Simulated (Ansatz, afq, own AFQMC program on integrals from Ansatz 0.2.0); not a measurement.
# HBr, singlet: a scan with AFQMC

```xyz
2

Br    0.0000    0.0000    0.0000
H     0.0000    0.0000    1.4206
```

The Br1–H2 distance is changed with both sides rigid. Energies in eV count from this geometry (1.421 Å) at the same level; the start stands on RHF, each point on the determinant named.

Basis cc-pVDZ. Noble-gas cores (and the filled d shells of Ga–Kr and In–Xe) are frozen. Ansatz 0.2.0 and our own AFQMC program on the same integrals; the CISD trial comes from CCSD amplitudes, and released means the phaseless constraint is let go. Error bars are statistical, one sigma. No spin–orbit coupling.

Cautions, each for one point or more: (T) is large; cluster runs in doubt by the program's own checks; inner d shell frozen; no relativity below Rb; no spin-orbit coupling; restricted determinant unstable towards unrestricted; strong correlation.

```json
{"r(Br1–H2) / Å": "1.115", "det.": "RHF", "T1": "0.004", "weight": "0.94", "CCSD(T)": "2.258", "ph-AFQMC/CISD": "2.261 ± 0.002", "released AFQMC": "2.260 ± 0.001", "FCI": "2.260", "CCSDT(Q)": "2.260", "PBE0": "2.244", "r2SCAN": "2.233"}
{"r(Br1–H2) / Å": "1.715", "det.": "RHF", "T1": "0.008", "weight": "0.92", "CCSD(T)": "0.686", "ph-AFQMC/CISD": "0.687 ± 0.002", "released AFQMC": "0.684 ± 0.002", "FCI": "0.682", "CCSDT(Q)": "0.683", "PBE0": "0.696", "r2SCAN": "0.678"}
{"r(Br1–H2) / Å": "2.226", "det.": "RHF", "T1": "0.017", "weight": "0.87", "CCSD(T)": "2.491", "ph-AFQMC/CISD": "2.501 ± 0.003", "released AFQMC": "–", "FCI": "2.478", "CCSDT(Q)": "2.478", "PBE0": "2.745§", "r2SCAN": "2.653§"}
{"r(Br1–H2) / Å": "3.056", "det.": "RHF", "T1": "0.043", "weight": "0.67", "CCSD(T)": "3.547", "ph-AFQMC/CISD": "3.741 ± 0.007", "released AFQMC": "–", "FCI": "3.615", "CCSDT(Q)": "3.608", "PBE0": "3.790§", "r2SCAN": "3.794§"}
```

Weight is that of the determinant in the CISD state; at the start T1 is 0.005 and the weight 0.94. A dash marks a missing value, a released energy that hasn't settled or a functional that sits on another state. § marks a functional whose ⟨S²⟩ is too high by over 0.1. Largest departures from full CI: CCSD(T) -0.068 eV at 3.056 (on RHF), ph-AFQMC/CISD 0.126 eV at 3.056 (on RHF), released AFQMC 0.002 eV at 1.715 (on RHF) (within the noise), CCSDT(Q) -0.007 eV at 3.056 (on RHF), PBE0 -0.017 eV at 1.115, r2SCAN -0.027 eV at 1.115. Functionals count only at points shown to share the start's state and spin. In this small basis the wave-function levels are far from their limit, so their gap to the functionals isn't the functionals' error.

Some points may be missing: those where a free walk finds a much lower state, and past Zn most of those on another determinant than at the start.

CCSDT and higher add their correlation energy to the determinant of the CCSD(T) run, since their own runs factorise the integrals more tightly (a shift of under 2 meV). A walk keeps the symmetry of its determinant, which the program's search chose and which needn't be the lowest solution, so a lower state of the same spin and another symmetry isn't excluded. Released energies are given only where the last usable release times agree within the noise; a slower fall can still hide under it.
